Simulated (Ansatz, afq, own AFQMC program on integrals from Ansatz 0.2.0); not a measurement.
Where AFQMC and coupled cluster stand for NaH2⁻, singlet

```json
{"atom": "Na", "x (Å)": "0.0000", "y (Å)": "0.0000", "z (Å)": "-0.1349"}
{"atom": "H", "x (Å)": "0.0000", "y (Å)": "0.0000", "z (Å)": "-1.7959"}
{"atom": "H", "x (Å)": "0.0000", "y (Å)": "0.0000", "z (Å)": "1.9308"}
```

Basis aug-cc-pVDZ. Noble-gas cores (and the filled d shells of Ga–Kr and In–Xe) are frozen. AFQMC by an in-house program on the Cholesky factors that Ansatz 0.2.0 writes for its CCSD(T) run. The CISD trial takes its coefficients from CCSD amplitudes. Released means that phaseless walkers are propagated on without the constraint, phases kept. Uncertainties: one standard error, sampling alone.

Determinant: RHF, the one that the program's search chose, which needn't be the lowest solution. The geometry is a point of a scan.

Full CI on the same integrals is exact in this basis and with this determinant's frozen core.

The T1 diagnostic is 0.0131. The weight of the determinant in the CISD state is 0.933. The size of the correlated space is 4 electrons in 40 orbitals.

```tsv
level	correlation energy (eV)
MP2	-1.3650
CCSD	-1.9036
CCSD(T)	-1.9093
```

Estimate where phaseless AFQMC with a CISD trial lies against CCSD(T) on the same integrals.

2.9 ± 0.5 meV below CCSD(T).

Reference: full CI, correlation energy -1.912 eV. The released energy is read at 2.40 1/Eh (meV from the phaseless value at times in 1/Eh: 0.0 ± 0.6 at 0.24, -0.7 ± 0.6 at 0.51, -0.2 ± 0.3 at 0.99, -0.3 ± 0.4 at 1.62, -0.6 ± 0.5 at 2.40).

| level | E − E(reference) (meV) | share of correlation (%) |
| --- | --- | --- |
| CCSD(T) | 3.1 | 99.84 |
| CCSDT | 0.2 | 99.99 |
| CCSDT(Q) | 0.1 | 100.00 |
| ph-AFQMC/CISD | 0.2 ± 0.5 | 99.99 |
| released AFQMC | -0.4 ± 0.5 | 100.02 |

CCSDT and higher add their correlation energy to the determinant of the CCSD(T) run, since their own runs factorise the integrals more tightly (a shift of under 2 meV). A walk keeps the symmetry of its determinant, which the program's search chose and which needn't be the lowest solution, so a lower state of the same spin and another symmetry isn't excluded. Released energies are given only where the last usable release times agree within the noise; a slower fall can still hide under it.
